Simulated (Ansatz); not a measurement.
Zinc-blende MgTe (metastable phase): PBE at its full settings (plane-wave cutoff 520 eV, 10×10×10 k mesh, Fermi–Dirac smearing 0.01 eV, scalar-relativistic PAW data made under PBE) and at cheaper ones, in a cell of 2 atoms with Γ-centred meshes.

```tsv
level and setting	lattice parameter a (Å)	bulk modulus (GPa)
PBE (Ansatz)	6.509	33.9
PBE (2×2×2 k mesh) (Ansatz)	6.674	30.0
PBE (4×4×4 k mesh) (Ansatz)	6.516	33.9
PBE (6×6×6 k mesh) (Ansatz)	6.509	33.9
PBE (Fermi-Dirac smearing of 0.3 eV) (Ansatz)	6.510	33.7
```

Largest shifts from the full settings: lattice constant a +2.53 % (PBE (2×2×2 k mesh)), against a difference of +1.39 % of the full result from the reference 6.42 ± 0.005 Å (measured, room temperature, not corrected to a static lattice, from epitaxial CdTe/MgTe superlattices; as tabulated in Lucero et al. (2012), arXiv:1111.4515); bulk modulus -11.5 % (PBE (2×2×2 k mesh)).

The full settings aren't shown to be converged themselves.

Ansatz's density-functional and Hartree–Fock values are scalar-relativistic unless marked +SOC, with PAW data made under PBE.

Run with cheap settings on purpose, which may leave them unconverged: PBE (2×2×2 k mesh), PBE (4×4×4 k mesh), PBE (6×6×6 k mesh), PBE (Fermi-Dirac smearing of 0.3 eV).

Ansatz is an electronic-structure program.
